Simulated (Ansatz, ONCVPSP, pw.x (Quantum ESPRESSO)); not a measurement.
# pw.x on diamond Ge: one setting changed

Potential: optimised norm-conserving Vanderbilt (ONCV), ONCVPSP 4.0.1.1 (patched build), PBE; core [Ar] 3d10, reference 4s2 4p1.5; waves: 4s: rc 1.90 bohr, ncon 4, nbas 9, qcut 2.7 1/bohr, 2 projectors, debl 3.5 Ha; 4p: rc 2.15 bohr, ncon 3, nbas 8, qcut 3.4 1/bohr, 2 projectors, debl 2.4 Ha; d scattering state at 0.1 Ha: rc 2.35 bohr, ncon 4, nbas 8, qcut 4.4 1/bohr, 2 projectors, debl 2.8 Ha; local part: polynomial inside 1.60 bohr (lpopt 4, dvloc0 0 Ha); core correction: Teter function, fcfact 1.5, rcfact 1.45.

The reference run (k-mesh 8³, cutoffs 155/620 Ry, Fermi–Dirac 0.01 Ry, mixing_beta 0.4, conv_thr 1e-9, no spin) gives 0.41 GPa at 23.951 Å³/atom, where all-electron LAPW gives 0.00 GPa. This run, with its own iteration cap, changes nbnd to 7.

```
&control
  calculation='scf', prefix='x', pseudo_dir='./', outdir='./tmp', tstress=.true., disk_io='none'
/
&system
  ibrav=0, nat=2, ntyp=1, ecutwfc=155, ecutrho=620, nbnd=7,
  occupations='smearing', smearing='fd', degauss=0.01
/
&electrons
  conv_thr=1e-09, mixing_beta=0.4, electron_maxstep=50
/
ATOMIC_SPECIES
Ge 1.0 Ge.UPF
CELL_PARAMETERS angstrom
  0.00000000 2.88253474 2.88253474
  2.88253474 0.00000000 2.88253474
  2.88253474 2.88253474 0.00000000
ATOMIC_POSITIONS crystal
Ge 0.0000 0.0000 0.0000
Ge 0.2500 0.2500 0.2500
K_POINTS automatic
8 8 8 0 0 0
```

```bash
pw.x < Ge.scf.in > Ge.scf.out
```

Task: How does the run end?

Result: It converges in 7 iterations; the free energy moves by +0.0 meV/atom and the pressure by +0.00 GPa. The result is that of the reference run.

```
Message from routine setup:
     using ibrav=0 with symmetry is DISCOURAGED, use correct ibrav instead
     lattice parameter (alat)  =       7.7035  a.u.
     unit-cell volume          =     323.2587 (a.u.)^3
     number of electrons       =         8.00
     number of Kohn-Sham states=            7
     kinetic-energy cutoff     =     155.0000  Ry
     charge density cutoff     =     620.0000  Ry
     scf convergence threshold =      1.0E-09
     Exchange-correlation= PBE
     number of k points=    29  Fermi-Dirac smearing, width (Ry)=  0.0100
     iteration #  1     ecut=   155.00 Ry     beta= 0.40
     total energy              =     -16.75165192 Ry
     estimated scf accuracy    <       0.02695298 Ry
     iteration #  2     ecut=   155.00 Ry     beta= 0.40
     total energy              =     -16.75003616 Ry
     estimated scf accuracy    <       0.00894874 Ry
     iteration #  3     ecut=   155.00 Ry     beta= 0.40
     total energy              =     -16.75032945 Ry
     estimated scf accuracy    <       0.00010447 Ry
     iteration #  4     ecut=   155.00 Ry     beta= 0.40
     c_bands:  1 eigenvalues not converged
     total energy              =     -16.75034615 Ry
     estimated scf accuracy    <       0.00000343 Ry
     iteration #  5     ecut=   155.00 Ry     beta= 0.40
     total energy              =     -16.75034668 Ry
     estimated scf accuracy    <       0.00000109 Ry
     iteration #  6     ecut=   155.00 Ry     beta= 0.40
     total energy              =     -16.75034665 Ry
     estimated scf accuracy    <       0.00000021 Ry
     iteration #  7     ecut=   155.00 Ry     beta= 0.40
     the Fermi energy is     5.2132 ev
!    total energy              =     -16.75034667 Ry
     estimated scf accuracy    <          1.8E-10 Ry
     smearing contrib. (-TS)   =      -0.00085476 Ry
     The total energy is F=E-TS. E is the sum of the following terms:
     one-electron contribution =       3.74140532 Ry
     hartree contribution      =       1.20958292 Ry
     xc contribution           =      -5.87790164 Ry
     ewald contribution        =     -15.82257851 Ry
     convergence has been achieved in   7 iterations
          total   stress  (Ry/bohr**3)                   (kbar)     P=        4.10
     Message from routine punch:
     Nothing written, as per user request (disk_io='none')
```

The run took about 57 s on one core of a shared host (Neoverse-N1, 64 threads, 124 GiB, load 56).
